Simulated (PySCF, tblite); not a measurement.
# C2H2F2+ (doublet): geometry, infrared bands and EPR parameters

Aim: predict the infrared bands and EPR parameters of C2H2F2+ (doublet) (`[CH2+][C](F)F`).

Programs: tblite 0.8.0 and PySCF 2.14.0, with density-fitted response routines of our own. Each step states its level of theory. These are calculated values for one molecule in the gas phase, unless marked as measured. Atoms count from 0, in the outputs and in this text.

## 1. Starting geometry

6 atoms, charge 1, multiplicity 2; geometry from: force field or distance geometry start.

Bonds of the start (Å): C0–C1 1.46, C1–F2 1.40, C1–F3 1.36, C0–H4 1.09, C0–H5 1.08.

## 2. Optimising the geometry with GFN2-xTB

Job settings and geometry (Å):

```
{"job": {"kind": "relax", "xc": "GFN2-xTB", "basis": "xTB"}, "charge": 1, "multiplicity": 2}
C     -0.741700    -0.072800    -0.060000
C      0.688000     0.136900    -0.281500
F      1.210000     1.173700     0.497000
F      1.453400    -0.982800    -0.200300
H     -1.443700     0.663200    -0.441400
H     -1.163000    -0.916300     0.464600
```

Command:

```
> OMP_NUM_THREADS=1 python probes_run.py task.json out
```

The driver reads the jobs from task.json and runs them one after another.

**Question.** This job is followed by: GFN2-xTB harmonic vibrations, gas phase; UKS B3LYP, pcH-1 on C F H, non-relativistic, mean-field spin-orbit, GIAO. Predict these results of the whole session: strongest single infrared mode (GFN2-xTB); zero-point energy (GFN2-xTB); g(iso) (B3LYP); ⟨S²⟩; largest a(iso) (averaged by class).

**Answer**, as computed:

| quantity | value |
| --- | --- |
| strongest single infrared mode (GFN2-xTB) | 1349 cm⁻¹, 250 km/mol |
| zero-point energy (GFN2-xTB) | 20.7 kcal/mol |
| g(iso) (B3LYP) | 2.00388 |
| ⟨S²⟩ | 0.752 (exact 0.75) |
| largest a(iso) (averaged by class) | 19F on F2, F3, 67.0 MHz |

What this shows: The optimisation took 30 steps and gained 1.461 eV; among the close pairs (by a distance rule), C1–F2 changed most, from 1.398 to 1.276 Å. All 12 modes are real, so the xTB geometry is a minimum. The strongest single mode, at 1349 cm⁻¹, moves mainly C1. GFN2-xTB is a fitted tight-binding method: band positions and strengths are rough. Its intensities can rank the bands wrongly. C0 carries the largest spin population, 0.71 e. The isotropic g lies 1.6 ppt above the free-electron value. The conformer search found further structures of the same energy, which may be mirror or relabelled copies of this one.
